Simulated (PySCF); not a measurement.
Species: C4H9O (doublet state).
Z-matrix (Å and degrees, GFN2-xTB geometry), rows numbered from 1:
```
C 
C   1  1.5375
C   2  1.4789  1  112.65
C   3  1.4813  2  122.46  1   122.82
O   4  1.4125  3  114.20  2   -29.02
H   1  1.0873  2  110.28  3   178.14
H   1  1.0875  2  110.31  3    58.13
H   1  1.0878  2  110.71  3   -61.70
H   2  1.0989  1  107.25  3  -120.71
H   2  1.0921  1  109.74  3   122.35
H   3  1.0759  2  119.27  1   -60.80
H   4  1.1033  3  111.31  2    88.62
H   4  1.1037  3  109.75  2  -153.47
H   5  0.9639  4  108.25  3   -49.83
```

The hyperfine couplings belong to this conformer and change with its torsions.

The species is `CC[CH]CO` [radical].

Computed with UKS B3LYP, pcH-1 on C H O, non-relativistic, mean-field spin-orbit, GIAO in PySCF. One conformer (not necessarily the lowest) at the GFN2-xTB geometry, without solvent, vibrations or thermal averaging. A GFN2-xTB geometry isn't a minimum of the functional, and hyperfine couplings can be far from their values at a DFT geometry. No stability test was run, so a lower SCF solution isn't excluded.

Where do the isotropic ENDOR lines of H12/H13, H11, H9/H10 and H6/H7/H8 fall at 3351.0 mT, to first order?

ν± = |νn ± a/2|, one line for each electron-spin manifold; νn = |g_N| × 7.62259 MHz/T × B.

```tsv
nuclei	isotope	g_N	νn (MHz)	a_iso (MHz)	lower line (MHz)	upper line (MHz)
H12/H13	1H	5.5857	142.68	97.93	93.71	191.64
H11	1H	5.5857	142.68	-60.97	112.19	173.16
H9/H10	1H	5.5857	142.68	55.72	114.82	170.53
H6/H7/H8	1H	5.5857	142.68	1.01	142.17	143.18
```

Which pairs are centred on the nuclear Larmor frequency, and which on half the coupling?

Centred on νn, since |a| < 2νn: H12/H13, H11, H9/H10 and H6/H7/H8. No pair has |a| > 2νn.

At what field would the lower line of H11 fall to zero frequency?

Where νn = |a|/2, that is B = 30.49 MHz/(5.5857 × 7.62259 MHz/T) = 716 mT, as far as first order holds there.

Means are taken over nuclei equivalent by connectivity, which assumes that they swap fast. The three 1H nuclei of mean +1.0 MHz run from -3.6 to 9.1 MHz in the frozen geometry. The 1H value of +55.7 MHz is a mean of couplings from 2.9 to 108.6 MHz in this one geometry, not an average over conformers. The 1H value of +97.9 MHz is a mean of couplings from 55.8 to 140.1 MHz in this one geometry, not an average over conformers.
